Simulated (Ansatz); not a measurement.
Input file for C₂H₇NS (`CC(N)S`):

```yaml
crystal:
  periodic: [false, false, false]
  atoms:
    - {symbol: C, position_ang: [-0.744219, -0.592749, 0.513359]}
    - {symbol: C, position_ang: [0.033569, 0.361794, -0.374383]}
    - {symbol: N, position_ang: [1.013870, 1.181964, 0.300394]}
    - {symbol: S, position_ang: [0.979171, -0.525223, -1.665981]}
    - {symbol: H, position_ang: [-1.494358, -1.153399, -0.049745]}
    - {symbol: H, position_ang: [-0.068390, -1.306346, 0.991193]}
    - {symbol: H, position_ang: [-1.263208, -0.027880, 1.294239]}
    - {symbol: H, position_ang: [-0.659052, 1.038740, -0.881268]}
    - {symbol: H, position_ang: [1.624481, 0.608835, 0.871343]}
    - {symbol: H, position_ang: [0.560169, 1.859471, 0.900373]}
    - {symbol: H, position_ang: [0.083368, -1.502210, -1.878824]}
basis:
  gaussian: {orbitals: def2-SVP}
correlation: {method: ccsd_t}
```

```sh
$ ansatz run in.yaml --threads 2 --pin off --events-out ev --progress --plain --max-ram 4352MiB
```

The program prints (abridged):

```
Functional definition: HF
959 factors; integrals over basis functions are off by at most 1.0e-3 eV
mean field evaluation 1: about -14461.7006 eV, gradient 3.1e1 eV
mean field evaluation 2: about -14461.7054 eV, gradient 3.1e1 eV
mean field evaluation 4: about -14464.3290 eV, gradient 3.3e0 eV
mean field evaluation 8: about -14464.3659 eV, gradient 1.7e-4 eV
mean field -14464.36585330 eV, -531.5556408093 hartree, gradient 2.2e-6 eV, S^2 0.000000; 0 other end points of the search recorded, 0 dependent functions left out
8 core orbitals not correlated: weight in the atoms' cores, before any rotation towards them, 1.000 or more for the frozen orbitals, at most 0.000 for the correlated occupied ones
reference -14464.36585330 eV, -531.5556408093 hartree; 13, 13 occupied and 74, 74 virtual orbitals, 959 factors
second order -16.22390861 eV of doubles, -0.00000000 eV of singles
cycle   1  -17.14984598 eV  change   -9.3e-1 eV  update   8.0e-2
cycle   2  -17.59121023 eV  change   -4.4e-1 eV  update   2.4e-2
cycle   3  -17.65529456 eV  change   -6.4e-2 eV  update   8.7e-3
cycle   4  -17.65564196 eV  change   -3.5e-4 eV  update   2.1e-3
cycle   5  -17.65626268 eV  change   -6.2e-4 eV  update   7.7e-4
cycle   6  -17.65627460 eV  change   -1.2e-5 eV  update   2.6e-4
cycle   7  -17.65617304 eV  change    1.0e-4 eV  update   1.1e-4
cycle   8  -17.65616747 eV  change    5.6e-6 eV  update   4.1e-5
cycle   9  -17.65616034 eV  change    7.1e-6 eV  update   1.4e-5
perturbative correction -0.50724832 eV, -0.0186410320 hartree
Total energy: -14482.52926195 eV, -532.2231337659 hartree
```

Hardware: 2 threads of an Arm Neoverse V1 on a shared host. Wall time 5 s, peak host memory 0.37 GiB.

MP2 recovers 89.3 % of the CCSD(T) correlation energy and the triples give 2.8 %; T1 = 0.0083.
